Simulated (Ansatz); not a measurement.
**Zinc-blende CuI: formation enthalpy by level of theory**

Put these levels in order of the formation enthalpy that they give for zinc-blende CuI, smallest first: LDA (Ansatz, an electronic-structure program), PBE (Ansatz), PBE-D4 (Ansatz).

PBE (-0.142 eV/atom), LDA (-0.109 eV/atom), PBE-D4 (-0.069 eV/atom)

Density-functional levels without +SOC have no spin–orbit coupling, which shifts binding energies of heavy elements. Each level is taken at its own relaxed cell. Ansatz's density-functional and Hartree–Fock values are scalar-relativistic unless marked +SOC, with PAW data made under PBE.
